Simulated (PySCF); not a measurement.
Species: C₆H₇ (charge +1).
Bonds: C1–C2 (double), C2–C3, C3–C4, C4–C5, C5–C6 (double), C1–C6. Hydrogens: H7 on C1; H8 on C2; H9 on C3; H10, H11 on C4; H12 on C5; H13 on C6.

The same species was optimised twice, with GFN2-xTB and with PBE0-D3(BJ)/def2-SVP (PySCF), and the same property calculations (PySCF, gas phase) were run on both structures.

| coordinate | GFN2-xTB | PBE0-D3(BJ)/def2-SVP | change |
| --- | --- | --- | --- |
| C1=C2 (Å) | 1.399 | 1.410 | +0.011 |
| C1–C6 (Å) | 1.399 | 1.410 | +0.011 |
| C3–C4 (Å) | 1.457 | 1.462 | +0.005 |
| C4–C5 (Å) | 1.457 | 1.462 | +0.005 |
| C2–C3 (Å) | 1.369 | 1.371 | +0.002 |
| C5=C6 (Å) | 1.369 | 1.371 | +0.002 |
| C2–C1–C6 (°) | 121.6 | 123.0 | +1.4 |
| C3–C4–C5 (°) | 116.4 | 117.6 | +1.2 |
| C1–C6–C5 (°) | 119.9 | 119.0 | -0.9 |
| C1–C2–C3 (°) | 119.9 | 119.0 | -0.9 |
| C2–C3–C4 (°) | 121.1 | 120.7 | -0.4 |
| C4–C5–C6 (°) | 121.1 | 120.8 | -0.3 |

Rotational constants: A = 5443, B = 5421, C = 2758 MHz (GFN2-xTB) against A = 5441, B = 5321, C = 2732 MHz (PBE0-D3(BJ)/def2-SVP). Point groups within 0.08 Å: C2v and C2v. Atoms that the bonding makes alike are paired by their places after alignment.

On the GFN2-xTB structure: lowest singlet, TDDFT (eV) 4.15 [wB97X-D/def2-SVPD]; lowest triplet, Tamm–Dancoff (eV) 2.44 [wB97X-D/def2-SVPD]; isotropic polarisability (au) 61.8 [wB97X-D/def2-SVPD]; HOMO (eV) -15.09 [wB97X-D/def2-SVPD]; LUMO (eV) -6.84 [wB97X-D/def2-SVPD]; HOMO (eV) -13.39 [PBE0/pcSseg-1]; LUMO (eV) -8.64 [PBE0/pcSseg-1]; GIAO shielding of C1 (ppm) 4.0 [PBE0/pcSseg-1]; GIAO shielding of C2/C6 (mean) (ppm) 43.6 [PBE0/pcSseg-1]; GIAO shielding of C3/C5 (mean) (ppm) -9.7 [PBE0/pcSseg-1]; GIAO shielding of C4 (ppm) 133.7 [PBE0/pcSseg-1].

Q: What do these properties become on the PBE0-D3(BJ)/def2-SVP structure?

A: 
| property | level | on GFN2-xTB | on PBE0-D3(BJ)/def2-SVP | change |
| --- | --- | --- | --- | --- |
| lowest singlet, TDDFT (eV) | wB97X-D/def2-SVPD | 4.15 | 4.18 | +0.03 |
| lowest triplet, Tamm–Dancoff (eV) | wB97X-D/def2-SVPD | 2.44 | 2.48 | +0.04 |
| isotropic polarisability (au) | wB97X-D/def2-SVPD | 61.8 | 62.8 | +1.0 |
| HOMO (eV) | wB97X-D/def2-SVPD | -15.09 | -15.09 | 0.00 |
| LUMO (eV) | wB97X-D/def2-SVPD | -6.84 | -6.81 | +0.03 |
| energy, GFN2-xTB geometry as zero (kcal/mol) | wB97X-D/def2-SVPD | 0.0 | -0.6 | -0.6 |
| HOMO (eV) | PBE0/pcSseg-1 | -13.39 | -13.38 | +0.01 |
| LUMO (eV) | PBE0/pcSseg-1 | -8.64 | -8.60 | +0.04 |
| energy, GFN2-xTB geometry as zero (kcal/mol) | PBE0/pcSseg-1 | 0.0 | -0.2 | -0.2 |
| GIAO shielding of C1 (ppm) | PBE0/pcSseg-1 | 4.0 | 0.3 | -3.7 |
| GIAO shielding of C2/C6 (mean) (ppm) | PBE0/pcSseg-1 | 43.6 | 41.8 | -1.8 |
| GIAO shielding of C3/C5 (mean) (ppm) | PBE0/pcSseg-1 | -9.7 | -10.0 | -0.3 |
| GIAO shielding of C4 (ppm) | PBE0/pcSseg-1 | 133.7 | 132.5 | -1.2 |

The heavy atoms differ by 0.013 Å rms after alignment. Among bonds between heavy atoms C1=C2 and C1–C6 change most and about equally (+0.011 Å). Changes are differences of the printed values. Neither structure is proved a minimum here. Geometry: PBE0-D3(BJ)/def2-SVP; no solvent, vibrations or thermal averaging.

The pairwise dispersion term of wB97X-D wasn't added to the energies; at a given geometry it leaves orbitals and properties as they are.
